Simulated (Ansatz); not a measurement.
One elementary step

Start structure (Si₂NH₈, doublet), relaxed at PBE0-D4/def2-TZVP:

```xyz
11
angstrom
H -0.7592 1.0982 0.7852
Si 0.6755 1.4276 0.5065
N 1.6654 0.0995 0.0486
Si -1.9418 -1.2921 -0.4409
H 0.6888 2.4177 -0.6003
H 1.2401 2.0156 1.7483
H 1.5404 -0.3258 -0.8561
H 1.9174 -0.5940 0.7344
H -1.0288 -1.8388 0.5963
H -1.1716 -0.6488 -1.5389
H -2.8262 -2.3591 -0.9831
```

The step: SiNH₅ ([NH2][SiH3]) + SiH₃ → SiNH₄ ([NH2][SiH2]) + SiH₄; bonds formed: H1–Si4; bonds broken: H1–Si2. Ansatz 0.2.0; basis: def2-TZVPP and def2-QZVPP; cores frozen in the correlated methods; orbitals are unrestricted. Extrapolation: Hartree–Fock as exp(−7.88 √X), correlation as X^−2.97. Energies below are by CCSD(T) at an estimated basis limit (MP2 extrapolated from triple and quadruple zeta, plus CCSD(T) − MP2 in triple zeta).

**Question.** What are the electronic barrier and the energy of the step, from the start structure to the end structure? (Judge from chemistry; the value comes from the calculation.)

**Answer.** The calculation gives: Barrier 50.1 kJ/mol; step energy -3.6 kJ/mol (downhill); reverse barrier, their difference, 53.7 kJ/mol. Barrier and step energy count from the start structure, the reverse barrier from the end structure.

The saddle point: One imaginary mode of 1040i cm⁻¹.
```csv
pair,start (Å),saddle (Å),end (Å)
H1–Si4,2.94,1.76,1.49
H1–Si2,1.50,1.82,3.20
```

Zero-point energy (harmonic, PBE0-D4): ZPE is 190.7 kJ/mol at the start and 178.6 kJ/mol at the saddle, so the barrier goes from 50.1 to 38.0 kJ/mol.

T1 diagnostic: at most 0.015. ⟨S²⟩ of the unrestricted Hartree–Fock references: 0.75 to 0.78 (a pure state has 0.75).

Radical steps of this kind take place in plasma deposition and etching.

Labels in which every atom is bracketed show which atoms are joined, not bond orders.

For scale, one of the runs: CCSD(T)/def2-TZVPP, 227 basis functions, launched by `ansatz run in.yaml --threads 4 --pin off --events-out ev --progress --plain --max-ram 9574MiB`. Hardware: 4 CPU threads of an Intel Xeon, shared host. Wall time 12 min; peak host memory 3.4 GiB.
